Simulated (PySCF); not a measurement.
# S₂S₂: structure of the singlet

The task is one start of a wider search on S₂S₂: the singlet, from a butterfly start. It is relaxed, tested by its Hessian and followed downhill if it is a saddle.

Method: PBE0, basis S def2-TZVP, no relativity, density fitting; program: PySCF 2.14.0.

## 1. The system as given

4 atoms, charge 0, spin multiplicity 1.

Bond lengths: S1–S2 2.060 Å, S1–S3 1.968 Å, S1–S4 1.968 Å, S2–S3 1.968 Å, S2–S4 1.968 Å. Angles: S2–S1–S3 58.4°, S2–S1–S4 58.4°, S3–S1–S4 70.3°, S1–S2–S3 58.4°, S1–S2–S4 58.4°, S3–S2–S4 70.3°, S1–S3–S2 63.1°, S1–S4–S2 63.1°.

Coordinates in bohr (charge 0 multiplicity 1):
```
S     1.9464    0.0000    0.0000
S    -1.9464    0.0000    0.0000
S     0.0000    2.1411    2.3357
S     0.0000   -2.1411    2.3357
```

## 2. The SCF at the typed geometry

One driver script runs all steps and calls PySCF; scf.py shows how it sets up the SCF of each step. The optimiser is the driver's own. After this first run the driver tries any further starts and a stability analysis.

File scf.py:

```python
from pyscf import gto, scf, dft
mol = gto.M(atom='''
S      1.030000     0.000000     0.000000
S     -1.030000     0.000000     0.000000
S      0.000000     1.133000     1.236000
S      0.000000    -1.133000     1.236000''',
    basis={'S': 'def2-TZVP'},
    charge=0, spin=0)
mf = dft.RKS(mol, xc='PBE0')
mf.grids.atom_grid = (50, 194)
aux = {'S': 'def2-universal-JKFIT'}
mf = mf.density_fit(auxbasis=aux)
mf.conv_tol = 1e-08
mf.diis_space = 10
mf.max_cycle = 60
mf.init_guess = 'minao'
mf.verbose = 4
mf.kernel()
```

The run is started by

```bash
> OMP_NUM_THREADS=2 python axn.py task.json out
```

After this run come: Relaxation: butterfly start, singlet; Vibrations and properties at this point.

Q: Predict the outcome of this session. Wanted: minimum; geometry; wavenumbers; dipole moment; highest occupied, lowest empty level; polar-tensor charge of S1; zero-point energy; atomisation energy.

**Answer**, as computed:

| quantity | value |
| --- | --- |
| minimum | singlet, D2d |
| geometry | S–S 2.099 Å (×4); S–S–S 84.8° (×4) |
| wavenumbers (cm⁻¹) | 211 (a1), 303 (b2), 454 (e), 483 (b1), 544 (a1) |
| dipole moment | 0.00 D |
| highest occupied, lowest empty level | -6.22, -2.77 eV |
| polar-tensor charge of S1 | +0.00 e |
| zero-point energy | 14.6 kJ/mol |
| entropy at 298.15 K | 296.7 J/(mol K) |
| atomisation energy (no zero-point energy) | 903 kJ/mol |

What this shows: From C2v at the start the molecule goes to a D2d minimum. Only this shape and spin were tried, so other structures or states may lie lower.
